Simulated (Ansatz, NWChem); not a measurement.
From NWChem to Ansatz

This NWChem 7.3.0 job computes C2H3F3 (1,1,2-trifluoroethane):

c2h3f3.nw:
```
start c2h3f3
title "C2H3F3"
memory stack 880 mb heap 220 mb global 1100 mb

geometry noautosym nocenter noautoz
 F       -1.142800      -0.681000       1.163100
 C       -0.188200       0.195100       0.711800
 C        0.172900      -0.152400      -0.711300
 F        0.824200      -1.335800      -0.756500
 F        1.011700       0.803600      -1.182200
 H        0.701700       0.118900       1.342500
 H       -0.588500       1.211500       0.747300
 H       -0.698800      -0.217000      -1.370500
end

basis spherical bse
 * library aug-cc-pVDZ
end

dft
 xc slater vwn_5
 grid fine
 convergence energy 1e-08
 iterations 100
 mulliken
 print medium
end

task dft gradient
```

```bash
$ nwchem c2h3f3.nw > c2h3f3.out
```

The shape is that of a PBE0-D4/def2-TZVP optimisation. This is one conformer, not always the lowest.

It gives a total energy of -374.966698 Eh.

Q: Write the same calculation for Ansatz 0.2.0 as an input file of the program's own.

A: One way, which was run:

molecule.yaml:
```yaml
crystal:
  periodic: [false, false, false]
  atoms:
    - {symbol: F, position_ang: [-1.142800, -0.681000, 1.163100]}
    - {symbol: C, position_ang: [-0.188200, 0.195100, 0.711800]}
    - {symbol: C, position_ang: [0.172900, -0.152400, -0.711300]}
    - {symbol: F, position_ang: [0.824200, -1.335800, -0.756500]}
    - {symbol: F, position_ang: [1.011700, 0.803600, -1.182200]}
    - {symbol: H, position_ang: [0.701700, 0.118900, 1.342500]}
    - {symbol: H, position_ang: [-0.588500, 1.211500, 0.747300]}
    - {symbol: H, position_ang: [-0.698800, -0.217000, -1.370500]}
basis:
  gaussian: {orbitals: aug-cc-pVDZ}
hamiltonian: {xc: {name: SVWN5}}
accuracy: high
output: {forces: true, orbitals: {seedname: orbitals}}
```

```bash
$ ansatz run molecule.yaml --threads 1 --pin off --max-ram 2610MiB --events-out events.jsonl --progress --plain --runs-dir runs
```

Its energy is -374.966697 Eh, 0.001 mEh from the first.
